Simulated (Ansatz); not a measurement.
# How close CCSD(T) comes to the exact answer in a basis

Each species is computed at the geometry given (Å), with frozen cores, in Ansatz 0.2.0: RHF-CCSD(T) for singlets, UHF-CCSD(T) otherwise, and full CI in the same basis. The program picks the determinant by trial CCSD, so it needn't be the lowest Hartree–Fock solution. States: HBeNa singlet Σ⁺ or Δ, LiH2⁻ singlet Σg⁺ or Δg, HBBe triplet Π. Cases whose determinant has another symmetry than full CI's state, or whose (Q) step broke down, weren't drawn.

Problem. Judging by size, spin and bonding and the diagnostics given, rank them by the size of CCSD(T)'s error in total energy against full CI in the same basis, smallest first (an estimate).
A. HBeNa, singlet, cc-pVTZ: Be 0.000 0.000 0.272; Na 0.000 0.000 -2.406; H 0.000 0.000 2.134. T1 0.015, (T) -44 meV in a correlation energy of -2.23 eV
B. LiH₂⁻, singlet, aug-cc-pVTZ: Li 0.000 0.000 0.000; H 0.000 0.000 -1.733; H 0.000 0.000 1.733. T1 0.007, (T) -8 meV in a correlation energy of -2.00 eV
C. HBBe, triplet, cc-pVDZ: B 0.000 0.000 0.208; Be 0.000 0.000 -1.605; H 0.000 0.000 1.397. T1 0.016, (T) -66 meV in a correlation energy of -2.76 eV

Solution. B (3.6 meV), A (14.8 meV), C (25.8 meV).

```tsv
species	basis	correlated electrons	CCSD(T) − full CI (meV)	CCSDT(Q) − full CI (meV)	unpaired electrons (full CI)	T1	⟨S²⟩ of the determinant
LiH2⁻, singlet	aug-cc-pVTZ	4	3.6	0.1	0.04	0.007	0.00
HBeNa, singlet	cc-pVTZ	4	14.8	0.4	0.12	0.015	0.00
HBBe, triplet	cc-pVDZ	6	25.8	0.5	2.04	0.016	2.01
```

Unpaired electrons are Σ n²(2−n)² over natural occupations; an open shell counts its own unpaired electrons too. Frozen cores follow each run's orbitals, which moves totals by a few meV.
